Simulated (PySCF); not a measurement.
C₄H₉NS.
Geometry (PBE0-D3(BJ)/def2-SVP, Å), atoms numbered from 1 in this order:
```xyz
15
C4H9NS angstrom
C      1.801   -0.305   -0.330
C      0.640    0.477   -0.883
S      0.909    1.710   -1.961
N     -0.582    0.106   -0.437
C     -1.792    0.736   -0.917
C     -0.765   -0.999    0.480
H      2.721    0.037   -0.814
H      1.684   -1.387   -0.502
H      1.900   -0.153    0.758
H     -2.445   -0.007   -1.404
H     -1.514    1.510   -1.642
H     -2.344    1.197   -0.081
H     -1.785   -0.963    0.881
H     -0.630   -1.978   -0.012
H     -0.071   -0.943    1.331
```

Level of theory: PySCF, TDDFT CAM-B3LYP/def2-SVPD, vertical, gas phase, core orbitals frozen in the response.

Kohn–Sham orbitals with the atoms that hold most of them (Löwdin shares over 4%, at most four atoms; ? is withheld):

| orbital | ε (eV) | atoms |
| --- | --- | --- |
| LUMO+2 | 1.82 | C1 14%, S3 13%, C5 13%, H12 10% |
| LUMO+1 | 0.91 | C6 23%, S3 9%, H14 9%, H15 8% |
| LUMO | 0.35 | ? |
| HOMO | ? | ? |
| HOMO-1 | -7.57 | S3 52%, N4 22%, C2 14% |
| HOMO-2 | -10.58 | N4 26%, C2 22%, S3 11%, C5 9% |
| HOMO-3 | -11.29 | S3 52%, C2 22%, C1 8%, N4 6% |

Task: Give the leading atoms of the HOMO.

Result: S3 (bonded to C) 74%; C2 (bonded to C, N and S) 10%; C1 (bonded to C and 3 H) 4%. By element: sulfur 74%, carbon 14% or more.

Task: Give the leading atoms of the LUMO.

Result: C2 (bonded to C, N and S) 35%; S3 (bonded to C) 30%; N4 (bonded to 3 C) 15%; C1 (bonded to C and 3 H) 6%. By element: carbon 42% or more, sulfur 30%, nitrogen 15%.

Task: What is the HOMO energy, and the HOMO–LUMO gap?

Result: ε(HOMO) = -7.15 eV; the gap is 7.51 eV (0.2759 hartree).

Task: How does S1 compare with the orbital gap of 7.51 eV?

Result: S1 is at 3.48 eV (f = 0.0001), 4.03 eV below the gap, made of HOMO→LUMO (98%). 

Task: Give energy, strength and leading configuration of S1, S2, S3 and S4, and follow the Löwdin shares of the leading atoms from the occupied to the empty orbital.

Result: 
- S1 (3.48 eV, f 0.0001), HOMO→LUMO (98%): S3 74% → 30%, C2 10% → 35%; low, almost dark, from the terminal sulfur into the C=S bond, the pattern of n→π*
- S2 (5.06 eV, f 0.286), HOMO-1→LUMO (95%): S3 52% → 30%, N4 22% → 15%, C2 14% → 35%
- S3 (5.65 eV, f 0.041), HOMO→LUMO+1 (80%): S3 74% → 9%, C2 10% → at most 9%, C6 at most 4% → 23%
- S4 (5.89 eV, f 0.047), HOMO-1→LUMO+1 (90%): S3 52% → 9%, N4 22% → at most 9%, C6 at most 4% → 23%

Cost: about 50 s of CPU time on one thread; the machine was shared, so the figure is rough.

One conformer stands for the species.
